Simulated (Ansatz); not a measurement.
**singlet AlNH2F+: levels of theory compared**

Aim: a comparison of 6 runs (BHLYP/STO-3G, r2SCAN/STO-3G, revPBE/STO-3G, MP2/STO-3G, BCCD(T)/STO-3G, CCSDT(Q)/STO-3G) of singlet AlNH2F+. 

Program for the calculation: Ansatz 0.2.0.

62 further runs of the same task are left out: 3 that didn't finish, 59 set aside as unsound or not needed.

### Step 1. Starting point

The species is AlNH2F+ (5 atoms), meant as a singlet with charge +1. As SMILES of the parent species, `[NH2][Al][F]`. The coordinates come from a PBE0-D4/def2-TZVP relaxation. This is one conformer, not always the lowest. That shape belongs to the parent species and isn't relaxed for this state.

Bond lengths: N1–Al2 1.765 Å, Al2–F3 1.658 Å, N1–H4 1.007 Å, N1–H5 1.009 Å. Angles: N1–Al2–F3 117.4°, Al2–N1–H4 124.8°, Al2–N1–H5 124.2°, H4–N1–H5 111.0°.

### Step 2. A single-point energy at BHLYP/STO-3G (run 1)

The input, run.yaml:

```yaml
crystal:
  periodic: [false, false, false]
  atoms:
    - {symbol: N, position_ang: [-0.384700, 0.499000, -0.263800]}
    - {symbol: Al, position_ang: [0.632000, -0.282800, 0.949500]}
    - {symbol: F, position_ang: [1.228700, -1.786800, 0.590000]}
    - {symbol: H, position_ang: [-0.804300, 1.408300, -0.162700]}
    - {symbol: H, position_ang: [-0.621700, 0.088600, -1.154400]}
basis:
  gaussian: {orbitals: STO-3G}
total_charge: 1
hamiltonian: {xc: {name: BHLYP}}
accuracy: high
```

The run is started by

```sh
ansatz run run.yaml --threads 1 --pin off --max-ram 2610MiB --events-out events.jsonl --progress --plain --runs-dir runs
```

Output:

```text
Warning: RAYON_NUM_THREADS=1 ignored (pool sized by the plan → 1); use --threads N
Functional definition: BHLYP
  name "BHLYP"
  parameter a = 0.5
  exchange = (1 - a)*b88_x + a*exact_x
  correlation = lyp_c
378 factors; integrals over basis functions are off by at most 3.4e-8 eV
mean field evaluation 1: about -10683.3759 eV, gradient 4.2e1 eV
mean field evaluation 2: about -10663.1890 eV, gradient 9.9e1 eV
mean field evaluation 4: about -10690.9699 eV, gradient 4.1e0 eV
mean field evaluation 8: about -10691.0370 eV, gradient 3.5e-2 eV
mean field evaluation 16: about -10691.0370 eV, gradient 2.0e-6 eV
mean field -10691.03697426 eV, -392.8883621590 hartree, gradient 3.0e-8 eV, S^2 0.000000; 0 other end points of the search recorded, 0 dependent functions left out
reference -10691.03699269 eV, -392.8883628360 hartree; 15, 15 occupied and 6, 6 virtual orbitals, 378 factors
Total energy: -10691.03699269 eV, -392.8883628360 hartree
```

Run time: 1.3 s. Hardware: 1 thread of Arm Neoverse V1, shared host; peak memory 0.097 GiB.

### Step 3. A single-point energy at r2SCAN/STO-3G (run 2)

The input, input.yaml:

```yaml
basis:
  gaussian: {orbitals: STO-3G}
crystal:
  periodic: [false, false, false]
  atoms:
    - symbol: N
      position_ang: [-0.384700, 0.499000, -0.263800]
    - symbol: Al
      position_ang: [0.632000, -0.282800, 0.949500]
    - symbol: F
      position_ang: [1.228700, -1.786800, 0.590000]
    - symbol: H
      position_ang: [-0.804300, 1.408300, -0.162700]
    - symbol: H
      position_ang: [-0.621700, 0.088600, -1.154400]
total_charge: 1
hamiltonian: {xc: {name: r2SCAN}}
accuracy: high
```

The run is started by

```sh
ansatz run input.yaml --threads 1 --pin off --max-ram 2610MiB --events-out events.jsonl --progress --plain --runs-dir runs
```

Output:

```text
Warning: RAYON_NUM_THREADS=1 ignored (pool sized by the plan → 1); use --threads N
Functional definition: r2SCAN
  name "r2SCAN"
  parameter k0 = 0.174
  parameter k1 = 0.065
  parameter a1 = 4.9479
  exchange = r2scan_x(k0 = k0, k1 = k1, a1 = a1)
  correlation = r2scan_c
378 factors; integrals over basis functions are off by at most 3.4e-8 eV
mean field evaluation 1: about -10680.4934 eV, gradient 4.8e1 eV
mean field evaluation 2: about -10614.6421 eV, gradient 1.4e2 eV
mean field evaluation 4: about -10688.8404 eV, gradient 2.3e1 eV
mean field evaluation 8: about -10690.4878 eV, gradient 2.6e-1 eV
mean field evaluation 16: about -10690.4881 eV, gradient 8.3e-7 eV
mean field -10690.48806172 eV, -392.8681899951 hartree, gradient 3.1e-8 eV, S^2 0.000000; 1 other end points of the search recorded, 0 dependent functions left out
reference -10690.48806209 eV, -392.8681900087 hartree; 15, 15 occupied and 6, 6 virtual orbitals, 378 factors
Total energy: -10690.48806209 eV, -392.8681900087 hartree
```

It took 2.9 s on 1 thread of Arm Neoverse V1, shared host; peak memory 0.14 GiB.

Run 3 isn't shown in full; the table further down has it.

### Step 4. The energy at MP2/STO-3G (run 4)

The input, run.yaml:

```yaml
basis:
  gaussian: {orbitals: STO-3G}
crystal:
  periodic: [false, false, false]
  atoms:
    - {symbol: "N", position_ang: [-0.384700, 0.499000, -0.263800]}
    - {symbol: Al, position_ang: [0.632000, -0.282800, 0.949500]}
    - {symbol: F, position_ang: [1.228700, -1.786800, 0.590000]}
    - {symbol: H, position_ang: [-0.804300, 1.408300, -0.162700]}
    - {symbol: H, position_ang: [-0.621700, 0.088600, -1.154400]}
total_charge: 1
correlation: {method: mp2, frozen_orbitals: {Al: 5, F: 1, H: 0, "N": 1}}
accuracy: high
```

The run is started by

```sh
ansatz run run.yaml --threads 1 --pin off --max-ram 2610MiB --events-out events.jsonl --progress --plain --runs-dir runs
```

Output:

```text
Warning: RAYON_NUM_THREADS=1 ignored (pool sized by the plan → 1); use --threads N
Functional definition: HF
  name "HF"
  exchange = exact_x
  correlation = 0
378 factors; integrals over basis functions are off by at most 3.4e-8 eV
mean field evaluation 1: about -10656.0500 eV, gradient 3.4e1 eV
mean field evaluation 2: about -10656.0742 eV, gradient 3.4e1 eV
mean field evaluation 4: about -10661.2838 eV, gradient 1.9e0 eV
mean field evaluation 8: about -10661.3117 eV, gradient 7.0e-2 eV
mean field -10661.31176100 eV, -391.7959807201 hartree, gradient 2.3e-8 eV, S^2 0.000000; 0 other end points of the search recorded, 0 dependent functions left out
7 core orbitals not correlated: weight in the atoms' cores, before any rotation towards them, 1.000 or more for the frozen orbitals, at most 0.000 for the correlated occupied ones
reference -10661.31176100 eV, -391.7959807201 hartree; 8, 8 occupied and 6, 6 virtual orbitals, 378 factors
second order -2.78815038 eV of doubles, -0.00000000 eV of singles
Total energy: -10664.09991138 eV, -391.8984433568 hartree
```

Wall time 0.14 s (1 thread of Arm Neoverse V1, shared host).

Run 5 isn't shown in full; the table further down has it.

### Step 5. A single-point energy at CCSDT(Q)/STO-3G (run 6)

The input, input.yaml:

```yaml
crystal:
  periodic: [false, false, false]
  atoms:
    - {symbol: "N", position_ang: [-0.384700, 0.499000, -0.263800]}
    - {symbol: Al, position_ang: [0.632000, -0.282800, 0.949500]}
    - {symbol: F, position_ang: [1.228700, -1.786800, 0.590000]}
    - {symbol: H, position_ang: [-0.804300, 1.408300, -0.162700]}
    - {symbol: H, position_ang: [-0.621700, 0.088600, -1.154400]}
basis:
  gaussian: {orbitals: STO-3G}
total_charge: 1
correlation: {method: ccsdt_q, frozen_orbitals: {Al: 5, F: 1, H: 0, "N": 1}}
accuracy: high
scf: {omitted_lower_state_checks: [cluster_reference, increment]}
```

The run is started by

```sh
ansatz run input.yaml --threads 1 --pin off --max-ram 2610MiB --events-out events.jsonl --progress --plain --runs-dir runs
```

Output:

```text
Warning: RAYON_NUM_THREADS=1 ignored (pool sized by the plan → 1); use --threads N
[... 11 lines left out ...]
7 core orbitals not correlated: weight in the atoms' cores, before any rotation towards them, 1.000 or more for the frozen orbitals, at most 0.000 for the correlated occupied ones
[... 40 lines left out ...]
Total energy: -10665.05664845 eV, -391.9336027957 hartree
Checks for a lower state left out: cluster_reference, increment
```

It took 0.63 s on 1 thread of Arm Neoverse V1, shared host.

### Step 6. All runs side by side

```csv
run,level,frozen core orbitals,energy (Eh),wall time
1,BHLYP/STO-3G,–,-392.888363,1.3 s
2,r2SCAN/STO-3G,–,-392.868190,2.9 s
3,revPBE/STO-3G,–,-392.851839,1.4 s
4,MP2/STO-3G,7,-391.898443,0.14 s
5,BCCD(T)/STO-3G,7,-391.931111,0.56 s
6,CCSDT(Q)/STO-3G,7,-391.933603,0.63 s
```

### Step 7. What came out

```
                                          quantity          value
                               run 6: total energy  -391.93360 Eh
run 6: correlation energy (7 core orbitals frozen)     -137.6 mEh
                              run 6: T1 diagnostic          0.034
```

In words: Totals of different functionals can't be ranked against each other. In runs 1, 2, 3, 4, 5, 6 the basis is minimal, so the values are rough. All runs together took 6.9 s, the longest 2.9 s.
